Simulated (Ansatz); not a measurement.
Total energies of `CC(O)(F)F`.

Cartesian coordinates in Å:
```
C -0.487 -0.851 0.353
C 0.222 0.289 -0.310
O 0.425 1.311 0.554
F 1.416 -0.124 -0.830
F -0.485 0.730 -1.393
H -1.453 -0.510 0.722
H 0.113 -1.214 1.187
H -0.632 -1.652 -0.370
H 0.882 2.020 0.086
```

Total charge 0; spin multiplicity 1. All single points use the PBE0-D4/def2-TZVP geometry. It is one conformer, not always the lowest. Basis def2-TZVPP, the Gaussian-basis code of Ansatz.

RPA on PBE orbitals: Hartree–Fock energy of these orbitals -351.92403 Eh, correlation -1.65147 Eh (frozen core).

```json
{"functional": "B97M-V", "energy without D4 (Eh)": "-353.61324", "D4 term (kJ/mol)": "–"}
{"functional": "B3LYP", "energy without D4 (Eh)": "-353.70975", "D4 term (kJ/mol)": "-19.6"}
```

Question: Give the same for LDA (SPW92), PBE, revPBE, BLYP, r2SCAN, PBE0, r2SCANh, r2SCAN0, HSE06 (plane-wave form), BHLYP, CAM-B3LYP, LC-ωPBE, ωB97X-V, ωB97M-V, B2PLYP, PBE-QIDH. (Best estimate.)

Answer: Computed: 
```tsv
functional	energy without D4 (Eh)	D4 term (kJ/mol)
LDA (SPW92)	-351.18204	–
PBE	-353.33637	-12.3
revPBE	-353.58774	-47.1
BLYP	-353.63934	-28.4
r2SCAN	-353.54444	-3.0
PBE0	-353.34541	-10.1
r2SCANh	-353.52564	-3.1
r2SCAN0	-353.49867	-3.4
HSE06 (plane-wave form)	-353.32968	-9.2
BHLYP	-353.54845	-12.7
CAM-B3LYP	-353.60059	-9.9
LC-ωPBE	-353.51313	–
ωB97X-V	-353.59476	–
ωB97M-V	-353.60208	–
B2PLYP	-353.48209	–
PBE-QIDH	-353.30134	–
```

B3LYP takes the VWN-RPA correlation (the form of Gaussian; ORCA's B3LYP/G). HSE06 is the plane-wave form, built on full-range PBE exchange. The double hybrids freeze the cores in their second-order part.

LC-ωPBE has ω = 0.4 bohr⁻¹.
